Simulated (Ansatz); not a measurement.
We consider fluorite CeO2, described by HSE06 (PAW; Ansatz, an electronic-structure program).

Settings: plane-wave cutoff 460 eV, 8×8×8 k mesh, Fermi–Dirac smearing 0.01 eV, no spin polarisation, scalar-relativistic PAW data made under PBE.

A third-order Birch–Murnaghan fit to the energies gives V0 = 13.081 Å³/atom, B0 = 208 GPa, B′ = 4.3.

```csv
V (Å³/atom),P (GPa)
12.419,12.08
12.746,[?]
13.171,[?]
13.399,[?]
13.726,[?]
```

Estimate the withheld pressures from this fit; the answers are the runs' own values.


- 12.746, P (GPa): 5.71
- 13.171, P (GPa): -1.42
- 13.399, P (GPa): -4.76
- 13.726, P (GPa): -9.04

The formula P = (3/2) B0 (x^(7/3) − x^(5/3)) [1 + (3/4)(B′ − 4)(x^(2/3) − 1)] with x = V0/V meets the computed pressures within 0.02 GPa when these rounded values are put in.

Measured, for comparison: bulk modulus 220 ± 9 GPa (room temperature, not corrected to a static lattice, our sources range from 220 to 230; as tabulated in High Pressure Brillouin Spectroscopy and X-ray Diffraction of Cerium Dioxide …); equilibrium volume per atom 13.06 Å³/atom (0 K, extrapolated to 0 K; as tabulated in Stimac et al. (2024), arXiv:2411.06536). Computed (rounded) less measured: bulk modulus -5 % (-5 % to -10 % over the range), equilibrium volume per atom +0.2 %.

Spin–orbit coupling is not included.

Computing time: roughly 11 core-minutes.
